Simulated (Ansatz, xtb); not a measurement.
Isomers of C5H13N in order of energy

10 gas-phase structures of C5H13N, from a drawn sample of its isomers (lower ones may exist). Each was relaxed with GFN2-xTB; where two conformers were screened, the lower at r2SCAN-D4/def2-SVP is listed:

A. `CCN(C)CC`, a singlet
B. `CC(C)N(C)C`, a singlet
C. `CNC(C)(C)C`, a singlet
D. `CC(C)(C)CN`, a singlet
E. `CCCN(C)C`, a singlet
F. `CCC(C)(C)N`, a singlet
G. `CCC(N)CC`, a singlet
H. `CNCC(C)C`, a singlet
I. `CCCNCC`, a singlet
J. `CC(C)[C@H](C)N`, a singlet

Question: Make a reasoned guess at their ranking by r2SCAN-D4/def2-SVP single-point energy.

Answer: Calculated order at r2SCAN-D4/def2-SVP: F (0.0), D (6.6), G (8.9), J (12.7), C (27.8), I (32.0), H (34.8), B (54.7), E (55.8), A (56.4) kJ/mol. Less than 1 kcal/mol parts D and G; G and J; I and H; B and E; E and A, so the order within those pairs means little.

Energies above the lowest of each column, in kJ/mol; the last columns are at B3LYP/def2-SVP geometries and were run for some of them only (a dash: not run or not comparable):

| structure | GFN2-xTB | HF/STO-3G | r2SCAN-D4/def2-SVP | B3LYP/def2-SVP | CCSD(T)/def2-SVP + ΔMP2/def2-TZVPP |
| --- | --- | --- | --- | --- | --- |
| F | 1.6 | 0.0 | 0.0 | 0.0 | 0.0 |
| D | 5.6 | 9.2 | 6.6 | 8.3 | 6.3 |
| G | 11.8 | 1.7 | 8.9 | 1.5 | 13.1 |
| J | 11.6 | 9.3 | 12.7 | 9.5 | 11.8 |
| C | 1.4 | 10.5 | 27.8 | 25.8 | – |
| I | 11.3 | 4.0 | 32.0 | 17.7 | 42.6 |
| H | 9.3 | 8.3 | 34.8 | – | – |
| B | 0.0 | 21.0 | 54.7 | – | – |
| E | 4.2 | 19.3 | 55.8 | – | – |
| A | 6.6 | 21.1 | 56.4 | – | – |

CCSD(T)/def2-SVP + ΔMP2/def2-TZVPP puts F lowest of those it was run on; GFN2-xTB picks B. CCSD(T)/def2-SVP + ΔMP2/def2-TZVPP orders those it was run on as F (0.0), D (6.3), J (11.8), G (13.1), I (42.6) kJ/mol. Less than 1 kcal/mol parts J and G, so the order within that pair means little. Flexible structures stand in one conformer each, not always the lowest. Frequencies (GFN2-xTB) were run for D, F, G, I, J alone. ΔMP2 is the change of the MP2 energy from the smaller to the larger basis.

Over these structures GFN2-xTB departs from r2SCAN-D4/def2-SVP by 19.0 kJ/mol on average once a common shift is removed. A GFN2-xTB relaxation took about 0.075 s and the r2SCAN-D4/def2-SVP energy about 1.9 s on a shared host (Ansatz 0.2.0, xtb 6.7.1).
